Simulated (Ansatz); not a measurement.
A made-up structure of AlH₄O₂ (charge +1), singlet:

```xyz
7
angstrom
O -1.1994 -1.0050 -0.1942
Al -0.0747 0.0456 -0.7751
O 0.7273 0.5079 0.8330
H -1.8976 -1.5564 -0.5430
H -0.9632 -0.6044 0.6571
H 0.4108 0.1182 1.6633
H 1.4617 1.1166 0.9951
```

It is relaxed with PBE-D4/def2-SVP and then PBE0-D4/def2-TZVP (Ansatz 0.2.0). Atoms count as bonded within 1.22 times the sum of their covalent radii (H–H: 0.88 Å). The end point is not checked to be a true minimum.

Problem. Does its bonding change? (Judge from chemistry; the calculation decides.)

Solution. By the calculation: Yes. Formed: none; broken: Al2–H5.

Where it ends: The first stage lowers the energy by 2.76 eV in 8 steps. It ends as AlH₄O₂ ([OH2][Al][OH2]), total charge +1:
O1  (-1.261, -0.962, -0.040)
Al2  (0.231, 0.096, -1.087)
O3  (0.792, 0.548, 0.894)
H4  (-1.765, -1.651, -0.495)
H5  (-1.817, -0.622, 0.677)
H6  (0.901, -0.080, 1.623)
H7  (1.384, 1.294, 1.064)
(Å)

Labels in which every atom is bracketed show which atoms are joined, not bond orders.

For scale, one of the runs: PBE0-D4/def2-TZVP relaxation, 123 basis functions, launched by `ansatz run in.yaml --threads 2 --pin off --events-out ev --progress --plain --max-ram 4352MiB`. Hardware: 2 CPU threads of an Arm Neoverse V1, shared host. Wall time about 20 s.
